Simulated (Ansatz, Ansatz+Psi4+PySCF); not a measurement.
```tsv
atom	x (Å)	y (Å)	z (Å)
O	-1.4973	-0.1319	0.0131
H	-1.8792	0.6555	-0.0194
H	-0.5314	0.0418	0.0120
O	1.3951	0.2053	-0.0122
H	1.5683	-0.3698	-0.7470
H	1.5185	-0.3660	0.7501
```

Basis set: cc-pVTZ (spherical functions). Frozen core: 2 orbitals. Charge 0, multiplicity 1.

Computed with Ansatz (development build ahead of 0.2.0); each method stands on the lowest determinant of its kind that the runs found. Restricted open shells among the atoms or ions are ROHF, correlated in semicanonical orbitals with singles.

Problem. Give the atomization energy at this shape (free ground-state atoms in the same class of orbitals less the molecule, no zero-point energy) of singlet H4O2 by RHF-MP2, RHF.

Solution.

```tsv
method	atomization energy
RHF-MP2	19.83 eV
RHF	13.70 eV
```

Caution: the shape is not the minimum.
